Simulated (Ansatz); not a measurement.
## Zinc-blende MgS (metastable phase)

The numbers are results of HSE06 (plane waves, PAW; Ansatz, a program for electronic structure), not measurements.

Settings: plane-wave cutoff 500 eV, 6×6×6 k mesh, gaussian smearing 0.02 eV, scalar-relativistic PAW data made under PBE.

Cell: relaxed at this level.

```yaml
volume_per_atom: 22.68 Å³/atom
equilibrium_lattice_constant_a: 5.662 Å
band_gap: 4.53 eV (on the SCF k mesh)
```

Measured, for comparison: band gap 4.78 ± 0.1 eV (temperature not stated, extrapolated in composition from an alloy gap of 4.19 eV, direct; extrapolated from a Zn0.2Mg0.8S0.645Se0.355 epilayer; as tabulated in Lucero et al. (2012), arXiv:1111.4515).
